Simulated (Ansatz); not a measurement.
Correlation energies of `CN(C#N)CF` by basis set

```xyz
11

C     0.3197   -0.9642   -0.8397
N    -0.0391    0.3022   -0.2124
C    -1.1390    0.9179   -0.6474
N    -2.0680    1.4701   -1.0552
C     0.3672    0.5312    1.1274
F    -0.2952   -0.2949    2.0180
H     0.1685   -0.8847   -1.9150
H    -0.2743   -1.7949   -0.4508
H     1.3760   -1.1564   -0.6469
H     1.4329    0.3100    1.2194
H     0.1513    1.5637    1.4027
```

Charge 0, multiplicity 1. The structure was optimised at the PBE0-D4/def2-TZVP level. It is one conformer, not always the lowest. Frozen core, restricted reference, Ansatz. CBS rows extrapolate triple and quadruple zeta; past MP2 they add the triple-zeta difference.

```json
{"basis": "def2-SVP", "HF (Eh)": "-324.57358", "MP2 corr.": "-0.90245", "CCSD corr.": "-0.94015", "(T)": "?", "CCSD(T) total": "?"}
{"basis": "def2-TZVPP", "HF (Eh)": "?", "MP2 corr.": "-1.13008", "CCSD corr.": "-1.15338", "(T)": "?", "CCSD(T) total": "?"}
{"basis": "def2-QZVPP", "HF (Eh)": "-324.97001", "MP2 corr.": "-1.21271", "CCSD corr.": "–", "(T)": "–", "CCSD(T) total": "–"}
{"basis": "CBS(def2)", "HF (Eh)": "-324.97194", "MP2 corr.": "?", "CCSD corr.": "-1.29721", "(T)": "as TZ", "CCSD(T) total": "?"}
```

**Question.** Fill in the withheld values. (Best estimate.)

**Answer.** Ansatz gave: def2-SVP (T): -0.02960; def2-SVP CCSD(T) total: -325.54333; def2-TZVPP HF (Eh): -324.95596; def2-TZVPP (T): -0.04884; def2-TZVPP CCSD(T) total: -326.15818; CBS(def2) MP2 corr.: -1.27391; CBS(def2) CCSD(T) total: -326.31799.
